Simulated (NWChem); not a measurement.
Program: NWChem. System: chloromethane (CH₃Cl), charge 0, spin multiplicity 1, at a geometry optimised with PBE/def2-SVP. Level: PBE/6-311++G** (spherical d).

The NWChem input:

```
start mol
memory heap 200 mb stack 800 mb global 1000 mb
geometry units angstroms nocenter noautoz
  C      1.127872    -0.056818     0.000000
  Cl    -0.660971     0.033297     0.000000
  H      1.463483    -0.596686     0.904647
  H      1.463483    -0.596686    -0.904647
  H      1.542311     0.968228     0.000000
  symmetry group Cs
end
basis spherical
  * library 6-311++g**
end
dft
  xc xpbe96 cpbe96
  semidirect memsize 60000000 filesize 0
  iterations 100
end
task dft energy
```

Part of the output:

```
             Northwest Computational Chemistry Package (NWChem) 7.3.0
             --------------------------------------------------------

                                NWChem Input Module
                                -------------------

 Scaling coordinates for geometry "geometry" by  1.889725989
 (inverse scale =  0.529177249)

 Turning off AUTOSYM since
 SYMMETRY directive was detected!

                             Geometry "geometry" -> ""
                             -------------------------

 Output coordinates in angstroms (scale by  1.889725989 to convert to a.u.)

  No.       Tag          Charge          X              Y              Z
 ---- ---------------- ---------- -------------- -------------- --------------
    1 C                    6.0000     1.12787200    -0.05681800     0.00000000
    2 Cl                  17.0000    -0.66097100     0.03329700     0.00000000
    3 H                    1.0000     1.46348300    -0.59668600     0.90464700
    4 H                    1.0000     1.46348300    -0.59668600    -0.90464700
    5 H                    1.0000     1.54231100     0.96822800     0.00000000

 Effective nuclear repulsion energy (a.u.)      50.9037397874

            Nuclear Dipole moment (a.u.)
            ----------------------------
        X                 Y               Z
 ---------------- ---------------- ----------------
     0.0000037795    -0.0000056692     0.0000000000

      Symmetry information
      --------------------

 Group name             Cs
 Group number              2
 Group order               2
 No. of unique centers     4

      Symmetry unique atoms

     1    2    3    5


 Summary of "ao basis" -> "" (spherical)
 ------------------------------------------------------------------------------
       Tag                 Description            Shells   Functions and Types
 ---------------- ------------------------------  ------  ---------------------
 *                         6-311++g**                 on all atoms

  pbe96 is a nonlocal functional; adding pw91lda local functional.

                                 NWChem DFT Module
                                 -----------------

 Summary of "ao basis" -> "ao basis" (spherical)
 ------------------------------------------------------------------------------
       Tag                 Description            Shells   Functions and Types
 ---------------- ------------------------------  ------  ---------------------
 C                         6-311++g**               10       22   5s4p1d
 Cl                        6-311++g**               14       30   7s6p1d
 H                         6-311++g**                5        7   4s1p

 Summary of "ao basis" -> "ao basis" (spherical)
 ------------------------------------------------------------------------------
       Tag                 Description            Shells   Functions and Types
 ---------------- ------------------------------  ------  ---------------------
 C                         6-311++g**               10       22   5s4p1d
 Cl                        6-311++g**               14       30   7s6p1d
 H                         6-311++g**                5        7   4s1p

      Symmetry analysis of basis
      --------------------------

        a'         51
        a"         22

            General Information
            -------------------
          SCF calculation type: DFT
          Wavefunction type:  closed shell.
          No. of atoms     :     5
          No. of electrons :    26
[...]
 d= 0,ls=0.0,diis     4   -499.8738766705 -7.91D-03  3.56D-03  7.79D-02     1.3
 d= 0,ls=0.0,diis     5   -499.8820810583 -8.20D-03  9.42D-04  9.87D-03     1.5
  Resetting Diis
 d= 0,ls=0.0,diis     6   -499.8833620065 -1.28D-03  1.14D-04  1.53D-04     1.7
 d= 0,ls=0.0,diis     7   -499.8833828630 -2.09D-05  5.94D-05  2.88D-06     1.9
 d= 0,ls=0.0,diis     8   -499.8833828605  2.56D-09  3.03D-05  3.02D-06     2.1
 d= 0,ls=0.0,diis     9   -499.8833832805 -4.20D-07  3.01D-06  1.49D-07     2.3

         Total DFT energy =     -499.883383280451
      One electron energy =     -789.345291392533
           Coulomb energy =      273.045466404687
    Exchange-Corr. energy =      -34.487298079965
 Nuclear repulsion energy =       50.903739787361

 Numeric. integr. density =       25.999999088676

     Total iterative time =      2.0s

                  Occupations of the irreducible representations
                  ----------------------------------------------

                     irrep           alpha         beta
                     --------     --------     --------
                     a'               10.0         10.0
                     a"                3.0          3.0

                       DFT Final Molecular Orbital Analysis
                       ------------------------------------

 Vector   11  Occ=2.000000D+00  E=-3.812939D-01  Symmetry=a'
              MO Center= -1.6D-02,  8.3D-04, -2.4D-14, r^2= 2.0D+00
   Bfn.  Coefficient  Atom+Function         Bfn.  Coefficient  Atom+Function
  ----- ------------  ---------------      ----- ------------  ---------------
    38      0.424039  2 Cl px                29     -0.276558  2 Cl px
     7     -0.264910  1 C  px                28     -0.210281  2 Cl s
    35      0.205346  2 Cl px                11     -0.176091  1 C  px
     3     -0.160843  1 C  px                41      0.157219  2 Cl px
    27     -0.118444  2 Cl s                 44     -0.111530  2 Cl s

 Vector   12  Occ=2.000000D+00  E=-2.608907D-01  Symmetry=a"
              MO Center= -4.1D-01, -1.9D-02, -3.8D-16, r^2= 1.7D+00
   Bfn.  Coefficient  Atom+Function         Bfn.  Coefficient  Atom+Function
  ----- ------------  ---------------      ----- ------------  ---------------
    40      0.548434  2 Cl pz                43      0.365553  2 Cl pz
    31     -0.335192  2 Cl pz                37      0.250126  2 Cl pz
    54     -0.115088  3 H  s                 61      0.115088  4 H  s
     9     -0.098346  1 C  pz                55     -0.089626  3 H  s
    62      0.089626  4 H  s                 34     -0.082874  2 Cl pz

 Vector   13  Occ=2.000000D+00  E=-2.608894D-01  Symmetry=a'
              MO Center= -4.1D-01,  6.1D-02,  1.3D-15, r^2= 1.7D+00
   Bfn.  Coefficient  Atom+Function         Bfn.  Coefficient  Atom+Function
  ----- ------------  ---------------      ----- ------------  ---------------
    39      0.547739  2 Cl py                42      0.365092  2 Cl py
    30     -0.334767  2 Cl py                36      0.249810  2 Cl py
    68     -0.132892  5 H  s                 69     -0.103491  5 H  s
     8     -0.098221  1 C  py                33     -0.082769  2 Cl py
    67     -0.075511  5 H  s                  4     -0.072318  1 C  py

 Vector   14  Occ=0.000000D+00  E=-3.100118D-02  Symmetry=a'
              MO Center=  1.3D+00, -6.4D-02,  4.6D-13, r^2= 7.0D+00
   Bfn.  Coefficient  Atom+Function         Bfn.  Coefficient  Atom+Function
  ----- ------------  ---------------      ----- ------------  ---------------
    14      3.346933  1 C  s                 44     -1.767115  2 Cl s
    10      0.957150  1 C  s                 15     -0.681922  1 C  px
    56     -0.680945  3 H  s                 63     -0.680945  4 H  s
    70     -0.680891  5 H  s                 45     -0.633638  2 Cl px
    41     -0.516535  2 Cl px                11     -0.361671  1 C  px

 Vector   15  Occ=0.000000D+00  E=-8.519514D-03  Symmetry=a'
              MO Center=  1.7D-01, -8.5D-03, -3.7D-15, r^2= 8.6D+00
   Bfn.  Coefficient  Atom+Function         Bfn.  Coefficient  Atom+Function
  ----- ------------  ---------------      ----- ------------  ---------------
    44      1.067330  2 Cl s                 14      1.048151  1 C  s
    15      1.032311  1 C  px                56     -0.882892  3 H  s
    63     -0.882892  4 H  s                 70     -0.882864  5 H  s
    45      0.604520  2 Cl px                28      0.460207  2 Cl s
    11      0.437703  1 C  px                55     -0.295562  3 H  s

 Vector   16  Occ=0.000000D+00  E= 2.415136D-02  Symmetry=a"
              MO Center=  1.5D+00, -1.1D+00, -4.7D-13, r^2= 1.1D+01
   Bfn.  Coefficient  Atom+Function         Bfn.  Coefficient  Atom+Function
  ----- ------------  ---------------      ----- ------------  ---------------
    56      2.813582  3 H  s                 63     -2.813582  4 H  s
    17     -1.082504  1 C  pz                13     -0.279158  1 C  pz
    55      0.255902  3 H  s                 62     -0.255902  4 H  s
    47      0.244546  2 Cl pz                 9     -0.169290  1 C  pz
     5     -0.097802  1 C  pz                54      0.062404  3 H  s

 center of mass
 --------------
 x =  -0.19182464 y =   0.00966312 z =   0.00000000

 moments of inertia (a.u.)
 ------------------
          12.099563690257           6.312964975418           0.000000000000
           6.312964975418         137.097804434010           0.000000000000
           0.000000000000           0.000000000000         137.415854637899

     Multipole analysis of the density
     ---------------------------------

     L   x y z        total         alpha         beta         nuclear
     -   - - -        -----         -----         ----         -------
     0   0 0 0     -0.000000    -13.000000    -13.000000     26.000000

     1   1 0 0      0.781827      0.390911      0.390911      0.000004
     1   0 1 0     -0.039386     -0.019690     -0.019690     -0.000006
     1   0 0 1      0.000000      0.000000      0.000000      0.000000

     2   2 0 0    -13.709814    -45.639995    -45.639995     77.570177
     2   1 1 0     -0.065864      1.773693      1.773693     -3.613251
     2   1 0 1     -0.000000     -0.000000     -0.000000      0.000000
     2   0 2 0    -15.013870    -10.520469    -10.520469      6.027068
     2   0 1 1     -0.000000     -0.000000     -0.000000      0.000000
     2   0 0 2    -15.017196    -10.431108    -10.431108      5.845019

 Task  times  cpu:        2.3s     wall:        2.3s

 Total times  cpu:        2.3s     wall:        2.3s
```
